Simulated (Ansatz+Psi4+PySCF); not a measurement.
doublet C₂H₅: levels of theory in one basis

```xyz
7

C    -0.5700    0.0016   -0.2093
C     0.7442    0.0067    0.0392
H    -1.5012   -0.0050    1.5266
H    -1.0938    0.9152   -0.4056
H    -1.0978   -0.9164   -0.4009
H     1.3001   -0.9288    0.1662
H     1.3057    0.9205    0.1815
```

Basis set: cc-pVTZ (spherical functions). Frozen core: 2 orbitals. Correlation on ROHF uses semicanonical orbitals with singles. Charge 0, multiplicity 2.

Computed with Ansatz (development build ahead of 0.2.0) and Psi4 1.11; each method stands on the lowest determinant of its kind that the runs found.

| method | E − E(ROHF) (eV) | <S²> of the determinant |
| --- | --- | --- |
| ROHF | 0.00 | 0.75 |
| UHF | -0.24 | 0.95 |
| ROHF-MP2 | -9.35 | – |
| ROHF-CCSD | -10.08 | – |
| UHF-CCSD | -10.09 | 0.95 |
| ROHF-CCSD(T) | -10.51 | – |
| UHF-CCSD(T) | -10.50 | 0.95 |

(1) What does UHF-MP2 give on the same scale?

## Answers

(1) -9.14 eV.

Caution for UHF, UHF-MP2, UHF-CCSD, UHF-CCSD(T): the unrestricted determinant is spin contaminated.
